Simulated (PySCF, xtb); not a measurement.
Homolysis of single bonds, series Ge Cl-H. Gas-phase values, no solvent. Strings in code marks are SMILES.

Quantity: homolytic bond dissociation enthalpy at 298 K (no spin–orbit term), in kcal/mol. Enthalpy corrections at 298 K come from GFN2-xTB frequencies (xtb).

Level 1: ωB97X-D3(BJ)/def2-TZVP // B3LYP-D3(BJ)/def2-TZVP (PySCF)
Level 2: M06-2X/6-31G* // B3LYP-D3(BJ)/def2-TZVP (PySCF)
Level 3: PBE/6-31G* // B3LYP-D3(BJ)/def2-TZVP (PySCF)
Level 4: frozen-core MP2/6-31G* // B3LYP-D3(BJ)/def2-TZVP (PySCF)

```csv
species,level 2,level 3,level 4
"Cl–Ge bond of `[Cl][GeH2][Cl]`, giving `[Cl]` and `[Cl][GeH2]`",92.2,92.9,90.4
"Cl–Ge bond of `[Cl][GeH3]`, giving `[Cl]` and `[GeH3]`",93.2,94.5,89.7
"Cl–Ge bond of `[Cl][GeH]([Cl])[Cl]`, giving `[Cl]` and `[Cl][GeH][Cl]`",89.9,89.0,89.4
"Cl–Ge bond of `[Cl][Ge]([Cl])([Cl])[Cl]`, giving `[Cl]` and `[Cl][Ge]([Cl])[Cl]`",87.2,84.6,87.9
```

Problem. What does level 1 give for each?

Solution. 
- Cl–Ge bond of `[Cl][GeH2][Cl]`, giving `[Cl]` and `[Cl][GeH2]`: 99.6
- Cl–Ge bond of `[Cl][GeH3]`, giving `[Cl]` and `[GeH3]`: 100.6
- Cl–Ge bond of `[Cl][GeH]([Cl])[Cl]`, giving `[Cl]` and `[Cl][GeH][Cl]`: 97.5
- Cl–Ge bond of `[Cl][Ge]([Cl])([Cl])[Cl]`, giving `[Cl]` and `[Cl][Ge]([Cl])[Cl]`: 94.9
